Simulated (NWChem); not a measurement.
System: isobutene (C4H8); SMILES C=C(C)C

Here is an NWChem input.

```
start job
memory heap 200 mb stack 900 mb global 1100 mb
geometry units angstroms
  C      1.270635     0.000403    -0.674535
  C      0.000000     0.000000     0.123266
  C     -1.270635    -0.000403    -0.674535
  C      0.000000     0.000000     1.461512
  H      1.320464     0.882935    -1.335170
  H      1.322973    -0.883913    -1.332548
  H      2.161431     0.002947    -0.030901
  H     -1.322973     0.883913    -1.332548
  H     -2.161431    -0.002947    -0.030901
  H     -1.320464    -0.882935    -1.335170
  H     -0.933284    -0.000236     2.031972
  H      0.933284     0.000236     2.031972
end
basis spherical
  * library sto-3g
end
dft
  xc hfexch
  iterations 150
end
driver
  maxiter 120
end
task dft optimize
task dft freq
```

The level has its own optimisation; frequencies are unscaled. Brackets give each atom's bonded neighbours.

Q: Predict the main results of this run. (Hartree-Fock/STO-3G.) Quantities: r C–C [C(CCC)–C(CHHH)] (Å); r C–H [C(CHHH)–H(C)] (Å); r C–C [C(CCC)–C(CHH)] (Å); r C–H [C(CHH)–H(C)] (Å); highest harmonic frequency (cm⁻¹); lowest (cm⁻¹); zero-point energy (kcal/mol); dipole (D).

A: r C–C [C(CCC)–C(CHHH)] (Å): 1.526
r C–H [C(CHHH)–H(C)] (Å): 1.087
r C–C [C(CCC)–C(CHH)] (Å): 1.311
r C–H [C(CHH)–H(C)] (Å): 1.080
highest harmonic frequency (cm⁻¹): 3811
lowest (cm⁻¹): 152
zero-point energy (kcal/mol): 80.6
dipole (D): 0.40
